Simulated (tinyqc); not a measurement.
Inside a calculation. Method: Pariser-Parr-Pople SCF with singles CI, for the molecule C=CC(=C)Cl (SMILES; centres numbered as the heavy atoms are written). One step of it, computed by the program tinyqc.

Task: Singles CI, triplets. Over the 6 single excitations with the smallest orbital gaps: A = (e_a - e_i) delta - (ij|ab), with (pq|rs) = sum c_mp c_mq gamma_mn c_nr c_ns.

orbital energies (eV): -14.515030  -12.473326  -10.166001  -0.724310  2.326453

coefficients:
```
          MO1        MO2        MO3        MO4        MO5
1C   0.198645  -0.447139  -0.513104   0.591584   0.383874
2C   0.335099  -0.527805  -0.328601  -0.433093  -0.559984
3C   0.512279  -0.247657   0.414210  -0.386654   0.595957
4C   0.282466  -0.223339   0.628345   0.550667  -0.415067
5Cl  0.711359   0.640527  -0.249716   0.098606  -0.107763
```

repulsion gamma_rs (eV), lower triangle:
```
            1C         2C         3C         4C        5Cl
1C   11.130000
2C    7.552439  11.130000
3C    5.239019   7.554960  11.130000
4C    3.670370   5.240702   7.554960  11.130000
5Cl   4.730719   5.328307   7.827217   5.328307  13.000000
```

Give: triplet CI matrix; triplet excitation energies.

Result:

triplet CI matrix (eV), lower triangle:
```
         3>4      2>4      3>5     1>4     2>5     1>5
3>4   2.4313
2>4  -0.3702   5.1379
3>5   0.4157  -1.3448   5.3284
1>4  -0.2019   0.7886   0.9301  7.3895
2>5  -1.3448  -0.3278  -0.1095  0.5006  7.7777
1>5   0.9301   0.5006  -0.3348  0.6861  0.7177  9.7369
```

triplet excitation energies (eV): 1.8660  3.4618  6.5567  7.4845  8.1384  10.2944
